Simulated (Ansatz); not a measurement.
hcp Zn, treated with r²SCAN-D4 in Ansatz (plane waves, PAW).

Run with plane-wave cutoff 560 eV, 24×24×12 k mesh (along the axes of the cell as run), Fermi–Dirac smearing 0.05 eV, scalar-relativistic PAW data made under PBE.

The cell is scaled about its equilibrium volume:

Shape and atoms are relaxed at each volume.

```csv
V (Å³/atom),P (GPa),c (Å),a (Å)
13.681,3.50,4.732,2.584
13.966,1.76,4.818,2.587
14.251,-0.01,4.876,2.598
14.536,-1.53,4.937,2.607
14.821,-2.83,5.004,2.615
```

Note: the bulk modulus comes from volumes at which shape and atoms were relaxed.

Ansatz is a program for electronic structure.
